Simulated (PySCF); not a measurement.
**TDDFT excited states: HPS**

HPS.
SMILES: `P=S`

Computed with PySCF 2.14.0, density-fitted response routines, TDDFT wB97X-D/def2-SVPD, vertical, gas phase, core orbitals frozen in the response. Geometry: GFN2-xTB; no solvent, vibrations or thermal averaging.

Task: List the vertical singlet excitations with oscillator strengths and describe the spectrum.

Result: 

| state | E (eV) | λ (nm) | f | symmetry | main configurations (H = HOMO, L = LUMO) |
| --- | --- | --- | --- | --- | --- |
| S1 | 1.52 | 813.5 | 0.0005 | – | H→L (100%) |
| S2 | 4.14 | 299.4 | 0.0024 | A″ | H-2→L (99%) |
| S3 | 5.03 | 246.3 | 0.086 | A′ | H-1→L (87%) |
| S4 | 5.87 | 211.2 | 0.0020 | – | H-3→L (99%) |
| S5 | 5.95 | 208.4 | 0.068 | A′ | H→L+1 (88%) |
| S6 | 6.38 | 194.3 | 0.011 | A′ | H→L+2 (91%) |
| S7 | 7.38 | 168.1 | 0.094 | A′ | H→L+3 (85%) |
| S8 | 7.81 | 158.8 | 0.0077 | A″ | H→L+4 (96%) |

Triplets, Tamm–Dancoff:

```json
{"state": "T1", "E (eV)": "0.95", "λ (nm)": "1308", "main configurations (H = HOMO, L = LUMO)": "H→L (99%)"}
{"state": "T2", "E (eV)": "2.62", "λ (nm)": "472.8", "main configurations (H = HOMO, L = LUMO)": "H-1→L (99%)"}
{"state": "T3", "E (eV)": "3.30", "λ (nm)": "375.5", "main configurations (H = HOMO, L = LUMO)": "H-2→L (99%)"}
```

The lowest singlet lies at 1.52 eV (814 nm, near infrared) and is very weak; its leading configuration is HOMO→LUMO (100%). The most intense listed level is S7 at 7.38 eV (168 nm, f = 0.094), 5.85 eV above S1. Löwdin shares by element: HOMO sulfur 64%, phosphorus 26%, hydrogen 9%; LUMO phosphorus 54%, sulfur 41%, hydrogen 5%. Of the 8 states listed, 4 reach f = 0.01 and none stays under 0.0005. The oscillator strengths of these states sum to 0.272; summed over the whole spectrum of an exact calculation they would give the number of electrons, 32 (Thomas–Reiche–Kuhn). Orbital energies (eV): HOMO-3 -13.20, HOMO-2 -11.35, HOMO-1 -10.96, HOMO -8.74, LUMO -2.00, LUMO+1 1.89, LUMO+2 2.17. No computed singlet lies between 380 and 750 nm, and the lowest lies beyond, at 814 nm; a Tamm–Dancoff triplet lies at 473 nm, without intensity as long as spin–orbit coupling is left out. Symmetry labels in Cs follow from the direction of the transition dipole and are given only for states with f of 0.002 or more. Only the lowest 8 singlets were computed, as vertical energies without vibronic structure.
